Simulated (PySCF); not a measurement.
# Working out the ionisation energy of S

S [Ne] 3s2 3p4 (3P) → S⁺ [Ne] 3s2 3p3 (4S). Calculation: PySCF 2.14, in pcseg-2 (5s4p2d1f, 34 functions); the non-relativistic Hamiltonian (point nucleus). Frozen: [Ne]. Energies in hartree (1 hartree = 27.21139 eV):

```
            part    S (lower)   S⁺ (upper)
             UHF  -397.501760  -397.162375
CCSD correlation    -0.130044    -0.104764
             (T)    -0.003704    -0.003074
```

Problem. What does Hartree-Fock give?

Solution. (-397.162375) − (-397.501760) = 0.339385 hartree = 9.235 eV.

Problem. What do CCSD and CCSD(T) give?

Solution. The CCSD correlation energies differ by 0.025280 hartree = 0.688 eV and the triples by 0.000630 hartree = 0.017 eV, so CCSD gives 9.923 eV and CCSD(T) 9.940 eV.

Measured between the centres of the two terms (NIST): 10.336 eV, so CCSD(T) (valence) is off by -0.396 eV.

What remains against the reference includes basis incompleteness, the frozen core and higher excitations.
